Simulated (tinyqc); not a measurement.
Inside a calculation. Method: MP2 on RHF in the sto-3g basis, frozen core, for H3O+, spin multiplicity 1. One step of it, computed by the program tinyqc.

Question. Second-order Moller-Plesset energy. E2 = sum_ijab (ia|jb) [2 (ia|jb) - (ib|ja)] / (e_i + e_j - e_a - e_b) over occupied i, j and virtual a, b; the opposite-spin part is (ia|jb)^2 / denominator, the rest is same-spin, and SCS-MP2 scales them by 6/5 and 1/3.

orbital energies (hartree): MO1 -20.799295, MO2 -1.687642, MO3 -1.016498, MO4 -1.016295, MO5 -0.853139, MO6 0.008612, MO7 0.213903, MO8 0.214239

Two-electron integrals over orbitals (pq|rs), unique and non-zero (hartree); the lowest 1 orbital is frozen and left out:
```
p,q,r,s,(pq|rs)
2,2,2,2,0.720046
3,2,2,2,0.000008
3,2,3,2,0.134679
3,3,2,2,0.644172
3,3,3,2,0.034048
3,3,3,3,0.643944
4,2,4,2,0.134661
4,3,4,2,-0.034050
4,3,4,3,0.041345
4,4,2,2,0.644174
4,4,3,2,-0.034055
4,4,3,3,0.561299
4,4,4,4,0.643961
5,2,2,2,-0.005911
5,2,3,2,-1.92e-06
5,2,3,3,0.003241
5,2,4,4,0.003246
5,2,5,2,0.149139
5,3,2,2,-0.000006
5,3,3,2,0.000723
5,3,3,3,-0.003579
5,3,4,4,0.003573
5,3,5,2,4.69e-06
5,3,5,3,0.032686
5,4,4,2,0.000730
5,4,4,3,0.003576
5,4,5,4,0.032687
5,5,2,2,0.749695
5,5,3,2,0.000012
5,5,3,3,0.643714
5,5,4,4,0.643724
5,5,5,2,0.047228
5,5,5,3,-4.92e-06
5,5,5,5,0.874032
6,2,2,2,0.135590
6,2,3,2,-0.000017
6,2,3,3,0.092015
6,2,4,4,0.092044
6,2,5,2,-0.014735
6,2,5,3,-3.70e-06
6,2,5,5,0.158786
6,2,6,2,0.071143
6,3,2,2,-0.000056
6,3,3,2,-0.014114
6,3,3,3,-0.028062
6,3,4,4,0.027993
6,3,5,2,-0.000005
6,3,5,3,0.004830
6,3,5,5,-0.000059
6,3,6,2,-0.000021
6,3,6,3,0.057744
6,4,4,2,-0.014066
6,4,4,3,0.028026
6,4,5,4,0.004828
6,4,6,4,0.057727
6,5,2,2,-0.044686
6,5,3,2,-0.000006
6,5,3,3,-0.024986
6,5,4,4,-0.024988
6,5,5,2,0.060298
6,5,5,3,-3.90e-06
6,5,5,5,-0.038155
6,5,6,2,-0.029650
6,5,6,3,4.79e-06
6,5,6,5,0.037256
6,6,2,2,0.493557
6,6,3,2,-0.000027
6,6,3,3,0.480087
6,6,4,4,0.480084
6,6,5,2,-0.030404
6,6,5,3,-1.34e-06
6,6,5,5,0.485807
6,6,6,2,0.037436
6,6,6,3,-0.000015
6,6,6,5,-0.021288
6,6,6,6,0.448899
7,2,4,2,0.054858
7,2,4,3,0.009440
7,2,5,4,0.008868
7,2,6,4,0.035593
7,2,7,2,0.055418
7,3,4,2,0.036357
7,3,4,3,-0.005710
7,3,5,4,-0.003901
7,3,6,4,-0.028087
7,3,7,2,-0.000164
7,3,7,3,0.033480
7,4,2,2,0.173692
7,4,3,2,0.036370
7,4,3,3,0.132809
7,4,4,4,0.121435
7,4,5,2,0.018831
7,4,5,3,-0.003905
7,4,5,5,0.197613
7,4,6,2,0.083858
7,4,6,3,-0.028119
7,4,6,5,-0.019882
7,4,6,6,0.035486
7,4,7,4,0.150239
7,5,4,2,0.019254
7,5,4,3,-0.006836
7,5,5,4,0.022597
7,5,6,4,-0.009435
7,5,7,2,0.005859
7,5,7,3,0.007558
7,5,7,5,0.023593
7,6,4,2,0.097406
7,6,4,3,-0.045153
7,6,5,4,-0.009360
7,6,6,4,-0.056683
7,6,7,2,0.006936
7,6,7,3,0.050938
7,6,7,5,0.017027
7,6,7,6,0.124648
7,7,2,2,0.569922
7,7,3,2,-0.029993
7,7,3,3,0.506891
7,7,4,4,0.582188
7,7,5,2,0.002821
7,7,5,3,0.006338
7,7,5,5,0.570978
7,7,6,2,0.067183
7,7,6,3,0.043957
7,7,6,5,-0.015632
7,7,6,6,0.467409
7,7,7,4,0.070047
7,7,7,7,0.565838
8,2,2,2,-0.000014
8,2,3,2,-0.054856
8,2,3,3,0.009415
8,2,4,4,-0.009435
8,2,5,2,1.71e-06
8,2,5,3,-0.008868
8,2,5,5,-0.000022
8,2,6,2,-1.90e-06
8,2,6,3,-0.035585
8,2,6,5,0.000008
8,2,6,6,0.000014
8,2,7,4,0.000147
8,2,7,7,-0.019215
8,2,8,2,0.055422
8,3,2,2,-0.173703
8,3,3,2,0.036322
8,3,3,3,-0.121449
8,3,4,4,-0.132838
8,3,5,2,-0.018835
8,3,5,3,-0.003899
8,3,5,5,-0.197625
8,3,6,2,-0.083868
8,3,6,3,-0.028047
8,3,6,5,0.019881
8,3,6,6,-0.035509
8,3,7,4,-0.084995
8,3,7,7,-0.105131
8,3,8,2,0.000187
8,3,8,3,0.150220
8,4,4,2,-0.036330
8,4,4,3,0.005693
8,4,5,4,0.003899
8,4,6,4,0.028066
8,4,7,2,0.000160
8,4,7,3,-0.031771
8,4,7,5,-0.007553
8,4,7,6,-0.050905
8,4,8,4,0.033454
8,5,2,2,0.000005
8,5,3,2,-0.019262
8,5,3,3,-0.006830
8,5,4,4,0.006838
8,5,5,2,-0.000011
8,5,5,3,-0.022598
8,5,5,5,2.94e-06
8,5,6,2,0.000008
8,5,6,3,0.009441
8,5,6,5,-1.39e-06
8,5,6,6,0.000005
8,5,7,4,-0.007557
8,5,7,7,0.008114
8,5,8,2,0.005863
8,5,8,3,-0.007557
8,5,8,5,0.023600
8,6,2,2,0.000008
8,6,3,2,-0.097434
8,6,3,3,-0.045111
8,6,4,4,0.045146
8,6,5,2,0.000009
8,6,5,3,0.009364
8,6,5,5,0.000012
8,6,6,2,0.000024
8,6,6,3,0.056709
8,6,6,5,1.73e-06
8,6,6,6,0.000017
8,6,7,4,-0.050925
8,6,7,7,0.061733
8,6,8,2,0.006948
8,6,8,3,-0.050919
8,6,8,5,0.017032
8,6,8,6,0.124658
8,7,4,2,0.029959
8,7,4,3,-0.037657
8,7,5,4,-0.006336
8,7,6,4,-0.043961
8,7,7,2,-0.019218
8,7,7,3,0.017536
8,7,7,5,0.008107
8,7,7,6,0.061707
8,7,8,4,-0.017515
8,7,8,7,0.048490
8,8,2,2,0.569981
8,8,3,2,0.030007
8,8,3,3,0.582224
8,8,4,4,0.506910
8,8,5,2,0.002827
8,8,5,3,-0.006341
8,8,5,5,0.571046
8,8,6,2,0.067199
8,8,6,3,-0.044008
8,8,6,5,-0.015638
8,8,6,6,0.467414
8,8,7,4,0.105163
8,8,7,7,0.468848
8,8,8,2,0.019197
8,8,8,3,-0.070113
8,8,8,5,-0.008112
8,8,8,6,-0.061725
8,8,8,8,0.565902
```

Hartree-Fock energy = -75.30427411 hartree

Give: Terms; Pair energies; MP2 correlation energy; SCS-MP2 correlation energy; MP2 total energy.

Answer.

Terms (the 40 largest of 74):
```
i,j,a,b,(ia|jb),(ib|ja),denominator,term
4,4,7,7,0.1502,0.1502,-2.4604,-0.0092
3,3,8,8,0.1502,0.1502,-2.4615,-0.0092
4,3,7,8,-0.0850,-0.0318,-2.4609,-0.0048
3,4,8,7,-0.0850,-0.0318,-2.4609,-0.0048
3,2,8,6,-0.0839,-0.0356,-2.9270,-0.0038
2,3,6,8,-0.0839,-0.0356,-2.9270,-0.0038
4,2,7,6,0.0839,0.0356,-2.9265,-0.0038
2,4,6,7,0.0839,0.0356,-2.9265,-0.0038
3,3,6,6,0.0577,0.0577,-2.0502,-0.0016
4,4,6,6,0.0577,0.0577,-2.0498,-0.0016
2,2,6,6,0.0711,0.0711,-3.3925,-0.0015
2,2,7,7,0.0554,0.0554,-3.8031,-0.0008
2,2,8,8,0.0554,0.0554,-3.8038,-0.0008
5,5,6,6,0.0373,0.0373,-1.7235,-0.0008
3,3,7,7,0.0335,0.0335,-2.4608,-4.56e-04
4,4,8,8,0.0335,0.0335,-2.4611,-4.55e-04
3,4,6,7,-0.0281,-0.0281,-2.2553,-3.51e-04
4,3,7,6,-0.0281,-0.0281,-2.2553,-3.51e-04
4,3,6,7,-0.0281,-0.0281,-2.2553,-3.49e-04
3,4,7,6,-0.0281,-0.0281,-2.2553,-3.49e-04
4,4,8,6,0.0281,0.0281,-2.2554,-3.49e-04
4,4,6,8,0.0281,0.0281,-2.2554,-3.49e-04
3,3,8,6,-0.0280,-0.0280,-2.2558,-3.49e-04
3,3,6,8,-0.0280,-0.0280,-2.2558,-3.49e-04
5,2,6,6,-0.0297,-0.0297,-2.5580,-3.44e-04
2,5,6,6,-0.0297,-0.0297,-2.5580,-3.44e-04
4,5,7,6,-0.0199,-0.0094,-2.0919,-2.88e-04
5,4,6,7,-0.0199,-0.0094,-2.0919,-2.88e-04
5,3,6,8,0.0199,0.0094,-2.0925,-2.88e-04
3,5,8,6,0.0199,0.0094,-2.0925,-2.88e-04
4,3,8,7,-0.0318,-0.0850,-2.4609,2.77e-04
3,4,7,8,-0.0318,-0.0850,-2.4609,2.77e-04
5,5,8,8,0.0236,0.0236,-2.1348,-2.61e-04
5,5,7,7,0.0236,0.0236,-2.1341,-2.61e-04
2,3,8,6,-0.0356,-0.0839,-2.9270,1.54e-04
3,2,6,8,-0.0356,-0.0839,-2.9270,1.54e-04
2,4,7,6,0.0356,0.0839,-2.9265,1.54e-04
4,2,6,7,0.0356,0.0839,-2.9265,1.54e-04
5,4,8,7,-0.0076,-0.0076,-2.2976,-2.49e-05
4,5,7,8,-0.0076,-0.0076,-2.2976,-2.49e-05
```

Pair energies (hartree; pair i-j sums ij and ji):
```
pair,opposite spin,same spin
2-2,-0.0031,0
3-2,-0.0057,-0.0016
3-3,-0.0119,0
4-2,-0.0057,-0.0016
4-3,-0.0081,-0.0023
4-4,-0.0120,0
5-2,-0.0007,0
5-3,-0.0006,-1.04e-04
5-4,-0.0006,-1.04e-04
5-5,-0.0013,0
```

MP2 correlation energy = -0.055323 hartree

SCS-MP2 correlation energy = -0.061452 hartree

MP2 total energy = -75.359598 hartree
